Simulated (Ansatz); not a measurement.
Geometry optimisation, Ansatz 0.2.0, UKS PBE/def2-SVPD.

The input (input.yaml):

```yaml
crystal:
  periodic: [false, false, false]
  atoms:
    - { symbol: C, position_ang: [-0.5585, 0.626, 0.0186] }
    - { symbol: O, position_ang: [-0.6655, -0.729, -0.1213] }
    - { symbol: Al, position_ang: [0.9775, -1.3728, -0.6085] }
    - { symbol: H, position_ang: [-0.2619, 1.1647, -0.9624] }
    - { symbol: H, position_ang: [0.1, 0.9684, 0.7948] }
    - { symbol: H, position_ang: [-1.6146, 1.0543, 0.2893] }
    - { symbol: H, position_ang: [-1.10157, -1.56856, 0.17038] }
magnetization:
  spin_polarized: true
  initial_magnetization: 1
basis:
  gaussian: { orbitals: def2-SVPD }
hamiltonian:
  xc: pbe
relax:
  f_tol: 0.02
  max_steps: 50
output:
  orbitals: {}
```

Launched with:

```bash
$ ansatz run input.yaml --threads 2 --pin off --max-ram 3072MiB --backend cpu --events-out ev --progress --plain --runs-dir out
```

Problem. Where does it end, and by what steps?

Solution. The forces met the threshold. The force dipped under the threshold on the way, but the program's further checks kept it going. After 13 steps the energy has fallen by 1.270 eV; Al3 moved furthest, 0.80 Å.

```tsv
step	energy less start (eV)	largest force component (eV/Å)	accepted
0	0.0000	4.259	yes
1	-0.6485	2.057	yes
2	-1.0395	1.247	yes
3	-1.2073	0.281	yes
4	-1.2363	0.367	yes
5	-1.2529	0.127	yes
6	-1.2587	0.175	yes
7	-1.2654	0.113	yes
8	-1.2690	0.059	yes
9	-1.2663	0.226	no
10	-1.2694	0.010	yes
11	-1.2700	0.031	yes
12	-1.2701	0.021	yes
13	-1.2701	0.002	yes
```

```xyz
7
Properties=species:S:1:pos:R:3
C -0.657 0.714 0.051
O -0.385 -0.705 -0.007
Al 0.941 -1.852 -1.250
H -0.013 1.167 -0.725
H -0.391 1.122 1.045
H -1.721 0.918 -0.176
H -0.898 -1.220 0.643
```

Time of the run: 42 s on 2 threads of Arm Neoverse V1, with other jobs on the host, peak memory 0.19 GiB.
